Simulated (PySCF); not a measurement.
# AlPH7+, a complex of two parts: interaction energy

An exercise on one series of results from a longer session: the logs are not shown, and one member is left open.

Computed with PySCF 2.14.0; each step states its level. No surroundings beyond the atoms listed, unless a continuum is named. Atoms count from 0, parts from 1.

## The system as given

9 atoms, charge 1, multiplicity 1; geometry: GFN2-xTB. Parts: 1 = atoms 0–3, `[AlH3]`, charge 0; 2 = atoms 4–8, `[PH4+]`, charge 1.

The first run:

The job: settings as JSON, then the geometry in Å.

```
{"job": {"xc": "PBE0", "basis": "def2-SVPD", "d3": "d3bj", "grid": 2, "kind": "geom", "shake": 0.01}, "charge": 1, "multiplicity": 1, "parts": [{"atoms": "0-3", "charge": 0, "multiplicity": 1}, {"atoms": "4-8", "charge": 1, "multiplicity": 1}]}
Al    -0.076111    -0.046407     0.028195
H     -0.425961     0.329365     1.523821
H      0.752609    -1.205401    -0.451658
H     -0.780254     1.043768    -0.916434
P     -2.244898     2.961635     0.623805
H     -3.239943     2.514893    -0.192832
H     -1.395750     3.764516    -0.101552
H     -1.538897     1.932495     1.234157
H     -2.838252     3.770323     1.606014
```

The run is started by

```console
OMP_NUM_THREADS=1 python cluster_run.py task.json out
```

One launch serves the whole session: the jobs run in the order shown.

Among the steps run: Relaxing the molecule at PBE0-D3(BJ)/def2-SVPD; Coupled-cluster interaction energy: CCSD(T) and MP2.

One table of the session follows, with a row left open; its other results are not shown here.

It belongs to the step «Coupled-cluster interaction energy: CCSD(T) and MP2». 

| method | interaction energy (kcal/mol) |
| --- | --- |
| HF/aug-cc-pVDZ | -6.48 |
| MP2/aug-cc-pVDZ | -9.06 |
| CCSD/aug-cc-pVDZ | ? |
| CCSD(T)/aug-cc-pVDZ | -9.03 |
| HF/aug-cc-pVTZ | -6.84 |
| MP2/aug-cc-pVTZ | -9.99 |
| SCS-MP2/aug-cc-pVTZ | -9.37 |
| MP2, extrapolated | -10.23 |
| CCSD(T), limit estimate | -10.19 |

**Question.** Estimate the row for CCSD/aug-cc-pVDZ.

As computed: interaction energy (kcal/mol): -8.73. In the column «interaction energy (kcal/mol)» it lies between CCSD(T)/aug-cc-pVDZ (-9.03) and HF/aug-cc-pVTZ (-6.84).

Limits of these values: The interaction energy leaves out the deformation of the parts, 1.44 kcal/mol (MP2); added to the CCSD(T) estimate it gives a binding of about -8.75 kcal/mol.
